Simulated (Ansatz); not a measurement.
# A relaxation, step by step

AlH₃O, singlet, PBE0-D4/def2-TZVP (Ansatz 0.2.0). Settings:

```yaml
hamiltonian: {xc: pbe0, dispersion: d4}
relax: {f_tol: 0.005, max_steps: 200}
```

Start, a step off a saddle point along its unstable mode:

```
atom    x (Å)    y (Å)    z (Å)
 Al1  -1.0785  -0.7237   1.5427
  H2   0.3499  -0.6156  -1.8380
  H3   0.3277  -1.0009  -2.4361
  O4  -0.0029   0.7287   1.3228
  H5   0.4039   1.6116   1.4086
```

```
               step  energy less the last (meV)  largest force component (eV/Å)
                  1                       263.1                           2.108
                  2                        82.8                           1.343
                  3                        24.8                           0.623
                  4                        11.1                           0.225
                  5                         8.6                           0.049
                  6                         8.5                           0.180
                  7                         5.7                           0.033
 8 (rejected trial)                        29.2                           1.093
                  9                         4.3                           0.018
10 (rejected trial)                         5.5                           0.333
                 11                         3.7                           0.049
                 12                         2.9                           0.060
                 13                         2.3                           0.132
                 14                         1.5                           0.120
15 (rejected trial)                         1.6                           0.194
                 16                         0.9                           0.003
17 (rejected trial)                         1.0                           0.130
                 18                         0.7                           0.086
                 19                         0.4                           0.028
                 20                         0.3                           0.040
                 21                         0.1                           0.039
                 22                         0.0                           0.020
                 23                         0.0                           0.009
                 24                         0.0                           0.004
```

Step 4, positions (Å) and forces (eV/Å):

| atom | x | y | z | Fx | Fy | Fz |
| --- | --- | --- | --- | --- | --- | --- |
| Al1 | -1.028 | -0.688 | 1.508 | 0.085 | 0.113 | -0.031 |
| H2 | 0.435 | -0.437 | -1.718 | -0.045 | -0.093 | -0.060 |
| H3 | 0.235 | -0.978 | -2.198 | 0.042 | 0.093 | 0.067 |
| O4 | -0.042 | 0.632 | 1.146 | 0.035 | 0.111 | 0.059 |
| H5 | 0.401 | 1.471 | 1.262 | -0.116 | -0.225 | -0.035 |

Step 7, positions (Å) and forces (eV/Å):

```json
{"atom": "Al1", "x": "-1.030", "y": "-0.690", "z": "1.532", "Fx": "-0.016", "Fy": "-0.019", "Fz": "0.010"}
{"atom": "H2", "x": "0.356", "y": "-0.450", "z": "-1.588", "Fx": "-0.008", "Fy": "-0.027", "Fz": "-0.032"}
{"atom": "H3", "x": "0.303", "y": "-0.889", "z": "-2.192", "Fx": "0.009", "Fy": "0.031", "Fz": "0.033"}
{"atom": "O4", "x": "-0.057", "y": "0.607", "z": "1.087", "Fx": "0.005", "Fy": "0.004", "Fz": "-0.001"}
{"atom": "H5", "x": "0.427", "y": "1.422", "z": "1.161", "Fx": "0.010", "Fy": "0.011", "Fz": "-0.011"}
```

Step 12, positions (Å) and forces (eV/Å):

```json
{"atom": "Al1", "x": "-1.065", "y": "-0.673", "z": "1.641", "Fx": "0.027", "Fy": "0.037", "Fz": "-0.011"}
{"atom": "H2", "x": "0.320", "y": "-0.457", "z": "-1.539", "Fx": "0.007", "Fy": "-0.027", "Fz": "-0.058"}
{"atom": "H3", "x": "0.376", "y": "-0.796", "z": "-2.205", "Fx": "-0.004", "Fy": "0.033", "Fz": "0.060"}
{"atom": "O4", "x": "-0.072", "y": "0.563", "z": "1.077", "Fx": "0.002", "Fy": "0.010", "Fz": "0.010"}
{"atom": "H5", "x": "0.441", "y": "1.363", "z": "1.026", "Fx": "-0.031", "Fy": "-0.052", "Fz": "-0.002"}
```

Last step (24):

```csv
atom,x (Å),y (Å),z (Å)
Al1,-1.1148,-0.5604,1.9466
H2,0.3196,-0.4410,-1.5065
H3,0.5020,-0.5965,-2.2146
O4,-0.1296,0.4329,1.0134
H5,0.4229,1.1651,0.7609
```

Hardware: 2 CPU threads of an Arm Neoverse V2, shared host. Wall time about 16 s.
